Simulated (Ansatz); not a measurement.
# HAl–BeH, doublet in 6-31G: errors against full CI

Geometry: a point of a twist scan, not a stationary point.

| atom | x (Å) | y (Å) | z (Å) |
| --- | --- | --- | --- |
| Al | 0.0065 | -0.0937 | 0.6118 |
| Be | 0.0065 | 0.1391 | -1.6954 |
| H | 0.0065 | 0.9918 | 1.7914 |
| H | -0.2370 | 0.2718 | -3.0112 |

Basis 6-31G; Ansatz 0.2.0. Only valence electrons are correlated (noble-gas cores frozen), which leaves 7 electrons in 20 orbitals. Prefix R: restricted or restricted open-shell reference; prefix U: unrestricted. Active spaces: valence = (7e, 10o) chosen from the atoms' valence shells; pair = (3e, 3o) about the gap.

Full CI is exact within this basis and frozen core; it isn't the basis-set limit. The frozen core follows each run's orbitals, which can shift R against U totals by a few meV.

For open shells CISD is restricted-active-space CI with the open shells as a complete middle space.

The UHF ⟨S²⟩ is 0.763 and the T1 diagnostic (RCCSD) is 0.0277. The largest doubles amplitude (RCCSD) is 0.040 and the T1 diagnostic (UCCSD) is 0.0190.

```
   level  E − E(RHF) (eV)
     UHF          -0.0387
    RMP2          -1.3149
    UMP2          -1.3253
   RCCSD          -1.9056
   UCCSD          -1.9068
RCCSD(T)          -1.9389
UCCSD(T)          -1.9392
```

Problem. Estimate how far full CI in 6-31G lies from RCCSD(T). The table doesn't fix it; the size of (T) and the diagnostics are the guide.

Solution. Full CI in 6-31G lies 19 meV below RCCSD(T), which is 58 % of the (T) step (-33 meV). The diagnostics give no warning, yet the rest is a sizeable part of (T).

The other levels:

| level | E − E(full CI) (meV) | share of correlation (%) | wall time |
| --- | --- | --- | --- |
| CISD | 128 | 93.46 | 0.3 s |
| BCCD(T) | 19 | 99.04 | 0.45 s |
| RCCSDT | 2 | 99.90 | – |
| UCCSDT | 2 | 99.91 | – |
| RCCSDT(Q) | 1 | 99.97 | 1.2 s |
| UCCSDT(Q) | 1 | 99.97 | 1.2 s |
| RCCSDTQ | 0 | 100.00 | 24 s |
| CASSCF (pair space) | 1536 | 21.56 | – |
| NEVPT2 (pair space) | 542 | 72.32 | 0.3 s |
| MRCISD (pair space) | 88 | 95.50 | – |
| MRCISD+Q (pair space) | 0 | 99.97 | 0.39 s |
| CASSCF (valence space) | 446 | 77.24 | – |
| NEVPT2 (valence space) | 154 | 92.14 | 2.5 s |
| MRCISD (valence space) | 12 | 99.40 | – |
| MRCISD+Q (valence space) | 5 | 99.72 | 6.5 s |

The correlation energy at full CI, counted from RHF, is -1.958 eV. That run took 37 s on 1 thread of INTEL XEON PLATINUM 8581C, shared host over 5,523,300 determinants.

Times hold each run's SCF and search for its determinant on a shared host, so for small cases they say little of a method's own cost; they ran on 1 thread of INTEL XEON PLATINUM 8581C. Some runs computed forces too.

The full-CI state has the irrep A of C1, in the program's axes.

Natural occupations of full CI about the gap: 1.966 1.961 1.936 0.990 0.039 0.024 0.023 0.017 0.014 0.009; effectively unpaired electrons, Σ n²(2−n)², 1.04.
